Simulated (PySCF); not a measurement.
Bonds (- single, = double, # triple, : aromatic): F1-C2 1.326 Å, C2=C3 1.331 Å, C3-Cl4 1.719 Å. C2 carries H5; C3 carries H6. Stereochemistry as in F/C=C/Cl.

Geometry: PBE0-D3(BJ)/def2-SVP; GIAO shifts from PySCF 2.14.0 with density-fitted response routines, gas phase, non-relativistic, averaged over equivalent atoms.

At PBE0/pcSseg-1 (85 basis functions, 4 s wall time on 1 thread of an x86-64 server CPU, shared host):
```csv
atoms,δ (ppm)
F1,-121.3
C2,161.6
C3,119.2
Cl4,107.6
H5,7.02
H6,6.16
```

δ = σ(ref) − σ, references computed at the same level: CFCl3 for 19F (σref 177.25); 13C (σref 184.41) and 1H (σref 31.27) against TMS; 35Cl (σref 943.27) against HCl.

Q: Estimate the result of repeating the calculation with KT2/pcSseg-2.

A: 
| atoms | δ at KT2/pcSseg-2 | change |
| --- | --- | --- |
| F1 | -150.8 | -29.5 |
| C2 | 156.5 | -5.1 |
| C3 | 112.5 | -6.7 |
| Cl4 | 126.4 | +18.8 |
| H5 | 7.13 | +0.11 |
| H6 | 6.21 | +0.05 |

Scale: 19F (σ = 136.34 ppm) vs CFCl3; TMS for 13C (σ = 182.28 ppm) and 1H (σ = 31.18 ppm); 35Cl (σ = 942.53 ppm) against HCl (reference shieldings calculated alike).

The largest change is at F1 (vinylic fluorine). Cost: 179 basis functions, 9.6 s wall time on 1 thread of an x86-64 server CPU, shared host.

Carbons that carry Cl, above all several Cl atoms, come out too deshielded, partly because spin–orbit coupling is missing. Unscaled 19F shifts against computed CFCl3 carry errors that often reach 10 to 50 ppm.
